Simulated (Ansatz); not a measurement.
# C₃H₅ClS: small, medium and large basis sets

One table from this session's results is given with a row withheld; the runs are named, their logs left out.

The runs use Ansatz 0.2.0, Gaussian basis; one geometry, several basis sets.

The runs, in order: PBE0-D4/def2-SVP; ωB97M-V/def2-SVP; PBE0-D4/def2-QZVPP; ωB97M-V/def2-QZVPP; the functionals' def2-TZVPP values are taken from earlier runs.

### The relaxed structure

All runs share one geometry, relaxed beforehand with PBE0-D4 in a triple-zeta def2 set.

SMILES `CS/C=C\Cl`, 10 atoms, charge 0, spin multiplicity 1.

Atoms are counted from 1 here; the program's logs count them from 0.

Bond lengths: C1–S2 1.797 Å, C1–H6 1.087 Å, C1–H7 1.091 Å, C1–H8 1.088 Å, S2–C3 1.728 Å, C3–C4 1.330 Å, C3–H9 1.088 Å, C4–Cl5 1.722 Å, C4–H10 1.081 Å. Angles: S2–C1–H6 111.9°, S2–C1–H7 104.3°, S2–C1–H8 111.5°, H6–C1–H7 109.3°, H6–C1–H8 110.4°, H7–C1–H8 109.2°, C1–S2–C3 107.9°, S2–C3–C4 137.0°, S2–C3–H9 108.5°, C4–C3–H9 114.5°, C3–C4–Cl5 127.6°, C3–C4–H10 120.0°, Cl5–C4–H10 112.4°.

The first run:

The input, in.yaml:

```yaml
crystal:
  periodic: [false, false, false]
  atoms:
    - {symbol: C, position_ang: [-0.780475, -1.235745, -0.833111]}
    - {symbol: S, position_ang: [0.338188, -1.340898, 0.569692]}
    - {symbol: C, position_ang: [0.800340, 0.267051, 1.000230]}
    - {symbol: C, position_ang: [0.600863, 1.495065, 0.530004]}
    - {symbol: Cl, position_ang: [-0.302698, 1.952877, -0.862656]}
    - {symbol: H, position_ang: [-0.289446, -0.829659, -1.714000]}
    - {symbol: H, position_ang: [-1.068585, -2.270378, -1.025518]}
    - {symbol: H, position_ang: [-1.668575, -0.655961, -0.592421]}
    - {symbol: H, position_ang: [1.418502, 0.220833, 1.893820]}
    - {symbol: H, position_ang: [1.034884, 2.345715, 1.036961]}
basis:
  gaussian: {orbitals: def2-SVP}
hamiltonian: {xc: pbe0, dispersion: d4}
output: {orbitals: {seedname: orbitals}}
```

Among the steps run: PBE0-D4 in def2-SVP; ωB97M-V in def2-SVP; PBE0-D4 in def2-QZVPP; ωB97M-V in def2-QZVPP.

One of the session's tables, all rows but one given; the rest of the session is left out.

It belongs to the step «Functionals by basis». 

| functional | basis | HOMO (eV) | LUMO (eV) |
| --- | --- | --- | --- |
| PBE0-D4 | def2-SVP | -6.11 | 0.16 |
| PBE0-D4 | def2-TZVPP | -6.21 | -0.11 |
| PBE0-D4 | def2-QZVPP | -6.24 | -0.19 |
| ωB97M-V | def2-SVP | ? | ? |
| ωB97M-V | def2-TZVPP | -8.27 | 1.95 |
| ωB97M-V | def2-QZVPP | -8.31 | 1.79 |

Q: Estimate the row for ωB97M-V, def2-SVP from the others.

As computed: HOMO (eV): -8.14; LUMO (eV): 2.34. In the column «HOMO (eV)» it lies between ωB97M-V, def2-TZVPP (-8.27) and PBE0-D4, def2-QZVPP (-6.24).
